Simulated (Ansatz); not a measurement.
**HSi–CH₃⁺, doublet: the ladder up to UCCSDT(Q)**

Geometry: that of the HSi–CH3, singlet, kept fixed.

| atom | x (Å) | y (Å) | z (Å) |
| --- | --- | --- | --- |
| Si | 0.0000 | -0.0789 | 0.6655 |
| C | 0.0000 | 0.0388 | -1.2235 |
| H | 0.0000 | 1.4378 | 0.8730 |
| H | 0.0000 | -0.9301 | -1.7242 |
| H | 0.8736 | 0.6136 | -1.5569 |
| H | -0.8736 | 0.6136 | -1.5569 |

Basis cc-pVDZ; Ansatz 0.2.0. Only valence electrons are correlated (noble-gas cores frozen), which leaves 11 electrons in 46 orbitals. Prefix R: restricted or restricted open-shell reference; prefix U: unrestricted. Active spaces: frontier = (9e, 9o) about the gap.

Full CI isn't at hand for all of this; UCCSDT(Q) serves as the reference, and is uncertain by about the last step of the cluster series. The frozen core follows each run's orbitals, which can shift R against U totals by a few meV.

For open shells CISD is restricted-active-space CI with the open shells as a complete middle space.

* UHF ⟨S²⟩: 0.760
* T1 diagnostic (RCCSD): 0.0204
* largest doubles amplitude (RCCSD): 0.048
* T1 diagnostic (UCCSD): 0.0156

```tsv
level	E − E(UCCSDT(Q)) (kJ/mol)	share of correlation (%)	wall time
RHF	659.1	0.00	–
UHF	653.0	0.92	–
RMP2	110.7	83.20	–
UMP2	110.5	83.23	–
CISD	69.1	89.52	3.1 s
RCCSD	21.6	96.73	–
UCCSD	21.3	96.77	–
RCCSD(T)	3.5	99.46	7.5 s
UCCSD(T)	3.5	99.46	7.5 s
BCCD(T)	3.5	99.47	3.8 s
RCCSDT	1.0	99.85	–
UCCSDT	0.9	99.86	–
RCCSDT(Q)	0.1	99.99	56 s
CASSCF (frontier space)	441.0	33.08	–
MRCISD (frontier space)	34.9	94.70	–
MRCISD+Q (frontier space)	3.1	99.53	16 s
```

The correlation energy at UCCSDT(Q), counted from RHF, is -6.831 eV. That run took 49 s on 1 thread of Arm Neoverse V1, shared host.

Times hold each run's SCF and search for its determinant on a shared host, so for small cases they say little of a method's own cost; they ran on 1 thread of Arm Neoverse V1.
